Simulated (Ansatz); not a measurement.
**Scan of the Si2–H5 bond length**

SiH$_{4}$O$_{2}$ (SMILES O[SiH2]O), singlet, at its PBE0-D4/def2-TZVP minimum:

| atom | x (Å) | y (Å) | z (Å) |
| --- | --- | --- | --- |
| O1 | -1.4110 | -0.1288 | 0.2647 |
| Si2 | 0.1202 | 0.4080 | 0.0144 |
| O3 | 1.1880 | -0.7927 | -0.3224 |
| H4 | -1.8734 | -0.5206 | -0.4777 |
| H5 | 0.1973 | 1.2933 | -1.1705 |
| H6 | 0.4643 | 1.1019 | 1.2768 |
| H7 | 1.3760 | -1.4291 | 0.3691 |

The bond length Si2–H5 (1.481 Å at the minimum) is set to the values below, the two halves moving rigidly along the bond. Each method's energies count from its own value at the PBE0-D4 minimum structure. Program: Ansatz 0.2.0. Basis: def2-TZVPP. Cores are frozen in the correlated methods. B3LYP uses VWN-RPA correlation.

| bond length (Å) | CCSD(T) (kJ/mol) | B3LYP-D4 (kJ/mol) | wB97M-V (kJ/mol) | HF (kJ/mol) |
| --- | --- | --- | --- | --- |
| 1.303 | ? | 34.2 | 33.1 | 33.2 |
| 1.355 | 15.2 | 15.4 | 14.5 | 14.3 |
| 1.430 | 1.8 | 2.0 | 1.6 | 1.3 |
| 1.519 | 1.7 | 1.5 | 1.8 | 2.2 |
| 1.616 | 14.8 | 13.8 | 15.3 | 17.0 |
| 1.721 | ? | 36.5 | 39.9 | 43.6 |
| 1.833 | ? | 66.8 | 72.7 | 79.3 |
| 1.951 | 108.7 | 103.1 | 111.1 | 121.3 |
| 2.074 | 148.6 | 142.6 | 152.5 | 166.9 |

(1) Fill in the withheld CCSD(T) values. (An estimate is asked for; the value comes from the calculation.)

(1) The calculation gives: 34.2 kJ/mol at 1.303 Å; 39.0 kJ/mol at 1.721 Å; 71.2 kJ/mol at 1.833 Å. These count from the CCSD(T) energy at the PBE0-D4 minimum.

Minimum and curvature along this coordinate at CCSD(T): A fifth-order fit through the nearest points gives 1.474 Å, with a curvature of about 19 eV/Å².

Question: Treat the two halves as rigid bodies and work out the harmonic wavenumber of this stretch from that curvature (ν̃ = 521.5 √(k/μ) cm⁻¹ with k in eV/Å² and μ in u).

Answer: The halves weigh 63.11 and 1.01 u, so μ = 63.11 × 1.01/64.12 = 0.994 u and ν̃ = 521.5 √(19/0.994) ≈ 2300 cm⁻¹. A true normal mode mixes in other motions, so this is a guide only.

Largest difference from the CCSD(T) curve over the scan: PBE-D4 18.9; r2SCAN-D4 5.6; PBE0-D4 5.0; MP2 10.4 kJ/mol. Each curve counts from its own value at the minimum.

T1 diagnostic: at most 0.013.

For scale, one of the runs: CCSD(T)/def2-TZVPP, 160 basis functions (an equivalent command: `ansatz run in.yaml --threads 2`). Time: 17 s of wall clock on 2 CPU threads; the host was shared. Peak host memory: 1.2 GiB.
